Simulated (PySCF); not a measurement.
Species: C₄H₄S.
Numbering: `[cH:1]1[cH:2][cH:3][s:4][cH:5]1` (hydrogens: H6 on C1; H7 on C2; H8 on C3; H9 on C5)

Level of theory: PBE0-D3(BJ)/def2-SVP geometry optimisation, gas phase in PySCF.

Task: Give the optimised bond lengths and angles.

Result: 
```json
{"bond": "C1–C2", "length (Å)": "1.424"}
{"bond": "C3–S4, S4–C5", "length (Å)": "1.717"}
{"bond": "C1–C5, C2–C3", "length (Å)": "1.370"}
{"bond": "C1–H6, C2–H7", "length (Å)": "1.091"}
{"bond": "C3–H8, C5–H9", "length (Å)": "1.089"}
```

Bonds in one row agree within 0.01 Å and their mean is given. A selection of angles:
```json
{"angle": "C2–C1–C5", "degrees": "112.5"}
{"angle": "C2–C1–H6", "degrees": "124.2"}
{"angle": "C5–C1–H6", "degrees": "123.3"}
{"angle": "C2–C3–S4", "degrees": "111.6"}
{"angle": "C2–C3–H8", "degrees": "128.2"}
{"angle": "S4–C3–H8", "degrees": "120.2"}
{"angle": "C3–S4–C5", "degrees": "92.0"}
```

The 5 heavy atoms lie in one plane (0.000 Å rms). The 5-membered ring C1–C2–C3–S4–C5 has internal angles of 92.0° to 112.5° (sum 540°, against 540° for a flat polygon); it is planar, 0.00 Å rms from its mean plane, widest ring torsion 0°. The C–C distances run from 1.370 Å (C1–C5, aromatic) to 1.424 Å (C1–C2, aromatic), a spread of 0.054 Å.

Point group: C2v (tolerance 0.08 Å). PBE0-D3(BJ)/def2-SVP frequencies: not computed here.

Hardware: one thread, Arm Neoverse V2 (aarch64) (shared host). Cost: 10 s wall, 0.47 GiB resident at most. These figures are those of the optimisation.
